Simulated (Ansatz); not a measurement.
Chalcopyrite ZnSnAs2, treated with rVV10 (PAW; Ansatz, a program for electronic structure).

Run with plane-wave cutoff 520 eV, 8×8×8 k mesh, Fermi–Dirac smearing 0.01 eV, scalar-relativistic PAW data made under PBE.

Shape and atoms are relaxed at each volume.

Pressure at four volumes; x = ln(V/26.696 Å³). One pressure is withheld.

```tsv
V (Å³/atom)	x	P (GPa)
25.628	-0.0408	2.35
26.696	0.0000	0.01
27.230	0.0198	-0.98
27.764	0.0392	?
```

Problem. Pass a parabola P(x) through the three rows shown, estimate the bulk modulus and its pressure derivative near zero pressure, and predict the withheld pressure.

Solution. Slopes between the rows: (0.01 − (2.35))/(0.0000 − (-0.0408)) = -57.35 and (-0.98 − (0.01))/(0.0198 − (0.0000)) = -50.00 GPa. Their difference over the span 0.0606 is c = 7.35/0.0606 = 121.3 GPa, so P(x) = 2.35 + (-57.35)(x − (-0.0408)) + 121.3 (x − (-0.0408))(x − (0.0000)). At the middle row B = −dP/dx = −[-57.35 + 121.3 × 0.0408] = 52.4 GPa, and B′ = dB/dP = 2c/B = 4.6. At x = 0.0392 the parabola gives -1.86 GPa; the run gives -1.86 GPa. The Birch–Murnaghan fit to the energies at all volumes has B0 = 52.2 GPa and B′ = 4.7.

Note: the gap of the solid is closed in this run; the volume lies 7 % above that of the published cell; this level leaves the solid without a gap, although one is measured; the bulk modulus comes from volumes at which shape and atoms were relaxed.

Spin–orbit coupling is not included; it can open a gap where bands touch, and shift volumes and moduli.
